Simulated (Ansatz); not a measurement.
We consider HgS (P3₂21, No. 154), described by PBE-D4 (Ansatz, a quantum-chemistry and plane-wave program, PAW).

Settings: plane-wave cutoff 500 eV, 12×12×4 k mesh (along the axes of the cell as run), Fermi–Dirac smearing 0.05 eV, scalar-relativistic PAW data made under PBE.

Cell (relaxed at this level):

```cif
data_Hg3S3
_chemical_formula_sum 'Hg3 S3'
_space_group_name_H-M_alt 'P3221'
_space_group_IT_number 154
_space_group_name_Hall 'P 32 2"'
_cell_length_a 4.16731
_cell_length_b 4.16731
_cell_length_c 9.51200
_cell_angle_alpha 90.000
_cell_angle_beta 90.000
_cell_angle_gamma 120.000
loop_
_atom_site_label
_atom_site_type_symbol
_atom_site_symmetry_multiplicity
_atom_site_Wyckoff_symbol
_atom_site_fract_x
_atom_site_fract_y
_atom_site_fract_z
_atom_site_occupancy
Hg1 Hg 3 a 0.28525 0.28525 0.00000 1
S1 S 3 b 0.50255 0.50255 0.50000 1
```

Task: Estimate the band gap that the calculation returns.

Result: 
- band gap: 1.28 eV (on the SCF k mesh)

Spin–orbit coupling is not included.

Static lattice: no zero-point or thermal effects.

Computing time: around 70 core-seconds (rough).
